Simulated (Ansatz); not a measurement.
# A geometry optimisation of AlH3NSi with PBE0-D3(BJ)/def2-SVP

The starting geometry of this gas-phase doublet was optimised with GFN2-xTB.

```xyz
6

Al    0.4179   -1.5591    3.5616
N    -0.2873   -1.2434    1.9672
Si   -0.9114   -0.9930    0.4905
H     0.5698   -0.4763    4.6598
H     0.9070   -2.9591    4.0135
H    -2.2800   -1.3358    0.0626
```

Q: Predict what becomes of its bonds when it is optimised with PBE0-D3(BJ)/def2-SVP.

A: It keeps its bonds, and is `[AlH2][N]=[SiH]`.

The energy falls by 0.15 eV over 8 steps:

```csv
step,E − E(last) (eV)
1,0.150
2,0.029
3,0.013
4,0.012
5,0.002
6,0.000
7,0.000
8,0.000
```

Final geometry (Å):

```xyz
6

Al    0.4075   -1.5798    3.5864
N    -0.4223   -1.3513    2.0272
Si   -0.8033   -1.0485    0.5087
H     0.5033   -0.3574    4.5946
H     0.9961   -3.0102    3.9437
H    -2.2654   -1.2195    0.0946
```

The end wasn't checked by frequencies. Open shells are spin-unrestricted. Run with Ansatz 0.2.0, 48 s on 1 thread of Arm Neoverse N1, on a shared host.
